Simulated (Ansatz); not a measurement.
C2H6Sn, singlet: from triple and quadruple zeta to the limit

```yaml
atoms:
  - { symbol: C, position_ang: [-0.6769, 1.6705, -0.9355] }
  - { symbol: Sn, position_ang: [0.5005, 0.4654, 0.0673] }
  - { symbol: C, position_ang: [0.4403, -1.6740, -0.0694] }
  - { symbol: H, position_ang: [-1.4328, 1.2827, -1.6226] }
  - { symbol: H, position_ang: [-0.6032, 2.7550, -0.8250] }
  - { symbol: H, position_ang: [1.6918, 1.0450, 1.1458] }
  - { symbol: H, position_ang: [1.4100, -2.0540, -0.4200] }
  - { symbol: H, position_ang: [-0.3448, -1.9709, -0.7781] }
  - { symbol: H, position_ang: [0.2237, -2.1065, 0.9174] }
```

Ansatz 0.2.0, RHF determinant, valence electrons correlated, core potentials past Kr. Energies in eV.

```csv
set,X,functions,Hartree–Fock,MP2 correlation,CCSD(T) correlation,time
def2-TZVPP,3,196,-7959.8120,-12.6077,-14.1966,"4.8 s on 1 × NVIDIA H100 80GB HBM3 with 1 thread of AMD EPYC 7R13 Processor (Zen 3), with other jobs on the host"
def2-QZVPP,4,376,-7959.9694,-13.3916,-14.8655,"17 s on 1 × NVIDIA H100 80GB HBM3 with 1 thread of AMD EPYC 7R13 Processor (Zen 3), on a shared host"
```

Hartree–Fock is taken to follow E(X) = E∞ + A·exp(−7.88·√X), correlation E(X) = E∞ + B·X^−2.97.

Cautions: no spin-orbit coupling; inner d shell frozen; higher spins were not checked; restricted determinant unstable towards unrestricted.

Q: Work out the CCSD(T) energy at the limit, and how far the shortcut misses it that extrapolates MP2 and adds CCSD(T) minus MP2 from the smaller set.

A: Hartree–Fock: E∞ = E4 + 0.1377·(E4 − E3) = -7959.9911. Correlation: E∞ = E4 + 0.7407·(E4 − E3) = -15.3610 for CCSD(T) and -13.9723 for MP2. The limit is -7975.3520 eV, 0.517 eV below def2-QZVPP. The shortcut gives a correlation energy of -13.9723 + (-1.5889) = -15.5612, 200 meV lower than the direct value.

The exponents were fitted on light atoms, and def2 sets of heavy atoms don't grow evenly, so the limit is rough here.
